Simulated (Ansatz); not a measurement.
**C₃H₉N (singlet): the correlation ladder, cc-pVDZ**

An exercise on one series of results from a longer session: the logs are not shown, and one member is left open.

Program: Ansatz 0.2.0, Gaussian basis. Level of theory: cc-pVDZ, core rule «outside noble gas», up to 4 orbitals frozen. These are calculated values, not measurements.

The runs, in order: UHF; CCSD(T) on RHF; BCCD(T) on RHF; CISD; CCSDT(Q) on RHF; CASSCF and MRCISD+Q, 8 electrons in 8 orbitals; CASSCF and NEVPT2, 8 electrons in 8 orbitals.

21 further runs of the same task are left out: 3 that didn't finish, 18 set aside as unsound or not needed.

### The system

The geometry is an MP2(full)/6-31G* stationary point (not a proven minimum).

13 atoms, charge 0, spin multiplicity 1.

Atoms are counted from 1 here; the program's logs count them from 0.

Bond lengths: N1–C2 1.453 Å, N1–C3 1.453 Å, N1–C4 1.453 Å, C2–H5 1.106 Å, C2–H6 1.093 Å, C2–H7 1.093 Å, C3–H8 1.106 Å, C3–H9 1.093 Å, C3–H10 1.093 Å, C4–H11 1.106 Å, C4–H12 1.093 Å, C4–H13 1.093 Å. Angles: C2–N1–C3 110.4°, C2–N1–C4 110.4°, C3–N1–C4 110.4°, N1–C2–H5 112.8°, N1–C2–H6 109.5°, N1–C2–H7 109.5°, H5–C2–H6 108.3°, H5–C2–H7 108.3°, H6–C2–H7 108.3°, N1–C3–H8 112.8°, N1–C3–H9 109.5°, N1–C3–H10 109.5°, H8–C3–H9 108.3°, H8–C3–H10 108.3°, H9–C3–H10 108.3°, N1–C4–H11 112.8°, N1–C4–H12 109.5°, N1–C4–H13 109.5° and more.

Set-up of the first run:

The input, in.yaml:

```yaml
crystal:
  periodic: [false, false, false]
  atoms:
    - {symbol: N, position_ang: [0.000000, 0.000000, 0.369021]}
    - {symbol: C, position_ang: [0.000000, 1.378021, -0.092000]}
    - {symbol: C, position_ang: [1.193401, -0.689011, -0.092000]}
    - {symbol: C, position_ang: [-1.193401, -0.689010, -0.092000]}
    - {symbol: H, position_ang: [0.000000, 1.461142, -1.194724]}
    - {symbol: H, position_ang: [0.886157, 1.891052, 0.290830]}
    - {symbol: H, position_ang: [-0.886156, 1.891052, 0.290830]}
    - {symbol: H, position_ang: [1.265386, -0.730571, -1.194724]}
    - {symbol: H, position_ang: [1.194621, -1.712960, 0.290830]}
    - {symbol: H, position_ang: [2.080777, -0.178093, 0.290830]}
    - {symbol: H, position_ang: [-1.265386, -0.730571, -1.194724]}
    - {symbol: H, position_ang: [-2.080777, -0.178092, 0.290830]}
    - {symbol: H, position_ang: [-1.194621, -1.712960, 0.290830]}
basis:
  gaussian: {orbitals: cc-pVDZ}
magnetization: {spin_polarized: true, initial_magnetization: 0}
hamiltonian: {xc: hf}
output: {orbitals: {seedname: orbitals}}
```

Command:

```
ansatz run in.yaml --threads 1 --pin off --events-out ev --progress --plain --max-ram 2880MiB --backend cpu
```

Steps of the session up to this table: UHF; CCSD(T) on RHF; BCCD(T) on RHF; CISD; CCSDT(Q) on RHF; CASSCF and MRCISD+Q, 8 electrons in 8 orbitals; CASSCF and NEVPT2, 8 electrons in 8 orbitals.

One of the session's tables, all rows but one given; the rest of the session is left out.

| method | from RCCSDT(Q) (meV) |
| --- | --- |
| RHF | +18789.9 |
| RMP2 | +2101.3 |
| CISD | +3353.6 |
| RCCSD | +571.5 |
| RCCSD(T) | ? |
| BCCD(T) | +53.0 |
| RCCSDT | +31.6 |
| RCCSDT(Q) | 0 |
| CASSCF frontier | +15903.7 |
| NEVPT2 frontier | +2444.9 |
| MRCISD frontier | +2528.1 |
| MRCISD+Q frontier | +476.8 |

**Question.** Estimate the row for RCCSD(T).

The run gave: from RCCSDT(Q) (meV): +54.8. In the column «from RCCSDT(Q) (meV)» it lies between BCCD(T) (+53.0) and MRCISD+Q frontier (+476.8).

With the free atoms at the same levels and basis (separate runs), the atomisation energy is 46.753 eV at RCCSDT(Q), 46.730 eV at RCCSD(T), 36.400 eV at RHF.
